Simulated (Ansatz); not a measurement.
`C[CH]C`• → 3 C• + 7 H•  (atomization)

Program: Ansatz. Geometries: PBE0-D4/def2-TZVP. ΔE: electronic, gas phase. CBS: MP2 limit from def2 TZ/QZ plus the TZ coupled-cluster correction, frozen cores. This one scheme is used for every species, atoms too. Functionals use def2-TZVPP. No spin–orbit coupling; open shells (•) take unrestricted orbitals. Spin–orbit coupling would lower the free atoms: a little for C.

CCSD(T)/CBS gives +900.1 kcal/mol.

(1) Another level gave +903.3 kcal/mol. Which?
A. LC-ωPBE/def2-TZVPP
B. CAM-B3LYP-D4/def2-TZVPP
C. r2SCAN0-D4/def2-TZVPP
D. HF/def2-TZVPP

(2) What do rigid-rotor, harmonic-oscillator terms from PBE0-D4/def2-TZVP frequencies (298.15 K, 1 bar) make of the CCSD(T)/CBS value? (Estimate.)

Largest T1 diagnostic among the species: 0.011.

## Answers

(1) A. LC-ωPBE 903.3, HF/def2-TZVPP 694.1, r2SCAN0-D4 901.5, CAM-B3LYP-D4 908.5 kcal/mol.

(2) Ansatz gave: ΔZPE = -55.2 kcal/mol, ΔH = +855.8 kcal/mol, ΔS = 983 J/(mol·K), ΔG = +785.7 kcal/mol. Open shells count their whole term as degenerate.

From r2SCAN to r2SCAN0 (25 % exact exchange), in def2-TZVPP and without D4, ΔE moves by −6.6 kcal/mol: exact exchange takes away binding that semilocal exchange gives to molecules. Leaving LDA and LC-ωPBE aside and taking each functional with its dispersion term where it has one, the values, not all of them listed here, spread over 29.9 kcal/mol, from BHLYP-D4 to PBE-D4. LDA lies +101.1 kcal/mol from PBE without D4, its usual overbinding.

For atomizations the MP2-based limit and the directly extrapolated one differ by several kJ/mol either way, and by 10 to 25 for some Ge, Se and Sn compounds, so smaller differences from it don't rank the levels.
